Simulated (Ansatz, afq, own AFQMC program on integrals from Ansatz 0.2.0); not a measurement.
Integrals from Ansatz 0.2.0, then the random walk in our own AFQMC program (afq).

```yaml
crystal:
  periodic: [false, false, false]
  atoms:
    - {symbol: B, position_ang: [0.000000, 0.000000, 0.000000]}
    - {symbol: S, position_ang: [0.000000, 0.000000, 1.607700]}
basis:
  gaussian: {orbitals: 6-31G}
magnetization: {spin_polarized: true, initial_magnetization: 1}
correlation: {method: ccsd_t, electrons: outside_noble_gas, hamiltonian_folder: ham}
```

```sh
$ ansatz run in.yaml --threads 1 --pin off --events-out ev --progress --plain --max-ram 16896MiB --backend cuda --devices 0, --max-vram 18GiB
```

afq runs on the folder ham with

```
--method phaseless --trial hf --walkers 4000 --populations 20 --least-time 40 --time-step 0.005 --steps-per-block 20 --equilibration-blocks 112 --max-blocks 4000 --target-error 0.0009000 --factor-cut 1e-05 --start spin_pure --seed 2123 --taylor-order 6
```

Times are imaginary, in 1/Eh. The walk had a cap of 49 s. With eight or more populations the least sampling time is a fifth of least-time, and the error comes from their spread.

Output of the walk:

```
orbitals 16  electrons 5 4  factors 92 of 266
reference energy -422.10773764 Eh
CCSD correlation -0.10838825 Eh in 13 cycles, weight of the determinant in the CISD state 0.8905
energy of the start -422.110584 Eh
 block  time / (1/Eh)  mean weight  energy / Eh
     1     0.100  1.0002  -422.126084
     2     0.200  1.0006  -422.140178
     3     0.300  1.0007  -422.150980
     4     0.400  1.0006  -422.160399
     5     0.500  1.0004  -422.168194
    10     1.000  1.0004  -422.193520
    49     4.900  0.9998  -422.222199
    89     8.900  0.9999  -422.222396
   129    12.900  0.9997  -422.227935
   169    16.900  0.9999  -422.223991
   209    20.900  1.0000  -422.227184
   249    24.900  1.0002  -422.230115
   289    28.900  0.9997  -422.226813
   329    32.900  0.9996  -422.222929
   337    33.700  0.9998  -422.216592
   345    34.500  1.0001  -422.218670
error from the spread of 20 populations
energy -422.225210 +/- 0.000866 Eh
(rows thinned)
```

The run passed its tests (sampling time, drift between the halves within three errors, error under three times the target), which doesn't prove that it has relaxed.

Against this walk (error 23.6 meV) on the same determinant: CCSD(T) 101.9 meV higher, CCSDT(Q) 55.6 meV higher, CCSDTQ 58.9 meV higher, full CI 60.2 meV higher, a separate phaseless walk with a CISD trial and standard settings 71.9 ± 23.7 meV higher. The error is statistical and leaves out the bias of the constraint. The determinant has ⟨S²⟩ = 0.88, so the low cluster orders mix in higher spin, while the walk starts as a pure doublet.

Cautions: constraint bias not in the error; unrestricted determinant spin contaminated (⟨S²⟩ 0.88 against 0.75).

The walk took 31 s on 1 × NVIDIA H100 80GB HBM3 with 2 threads of AMD EPYC 7R13 Processor (Zen 3) (shared host) (the card was shared). The log's last line is the phaseless energy.

CCSDT and higher add their correlation energy to the determinant of the CCSD(T) run, since their own runs factorise the integrals more tightly (a shift of under 2 meV). A walk keeps the symmetry of its determinant, which the program's search chose and which needn't be the lowest solution, so a lower state of the same spin and another symmetry isn't excluded.
